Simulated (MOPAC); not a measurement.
Potential energy surface of H4ClGe (anion, charge -1), singlet: backside substitution at Ge, threefold axis kept. Scanned: Ge-Cl distance and Ge-H distance. Other coordinates (H-Ge-H angle, Ge-H length) were minimised at PBE0/def2-SVPD.

Cartesian coordinates as functions of the variables (Å; names that start with a are angles):
```
Ge  0  0  0
Cl  0  0  -r1
H  0  0  r2
H  r*sin(a)*cos(0*2*pi/3+0)  r*sin(a)*sin(0*2*pi/3+0)  0+r*cos(a)
H  r*sin(a)*cos(1*2*pi/3+0)  r*sin(a)*sin(1*2*pi/3+0)  0+r*cos(a)
H  r*sin(a)*cos(2*2*pi/3+0)  r*sin(a)*sin(2*2*pi/3+0)  0+r*cos(a)
```

Computed with PM7, restricted, heats of formation (MOPAC).

Energy in kcal/mol above the lowest grid point; x is the Ge-Cl distance (Å), y the Ge-H distance (Å).

```
y \ x   2.03  2.16  2.29  2.44   2.61   2.81   3.05   3.33   3.67   4.10   4.75
-----  -----  ----  ----  ----  -----  -----  -----  -----  -----  -----  -----
3.37   106.0  98.5  96.1  96.9  100.4  105.7  111.9  118.1  123.4  127.0  129.3
2.91    91.2  82.7  79.2  78.9   81.2   85.5   90.9   96.4  101.0  104.1  105.9
2.60    77.1  67.7  63.2  62.0   63.4   66.8   71.4   76.2   80.2   82.9   84.5
2.36    64.4  54.0  48.8  46.6   47.1   49.6   53.5   57.6   61.2   63.6   65.1
2.16    53.3  42.1  36.0  33.0   32.6   34.3   37.4   41.0   44.2   46.4   47.9
1.99    44.4  32.4  25.5  21.7   20.5   21.4   23.9   27.0   29.8   31.9   33.3
1.85    38.2  25.5  18.1  13.6   11.7   11.9   13.8   16.4   19.0   21.1   22.4
1.73    34.5  21.3  13.3   8.1    5.6    5.3    6.6    8.9   11.3   13.2   14.6
1.62    33.1  19.4  10.9   5.2    2.1    1.2    2.1    4.0    6.3    8.1    9.5
1.53    34.1  20.0  11.1   5.0    1.4    0.0    0.5    2.2    4.3    6.1    7.4
1.44    37.6  23.2  13.9   7.3    3.3    1.4    1.5    2.9    4.9    6.7    8.0
```

Points that lie below all their neighbours on the grid: x = 2.81, y = 1.53 (0.0 kcal/mol).
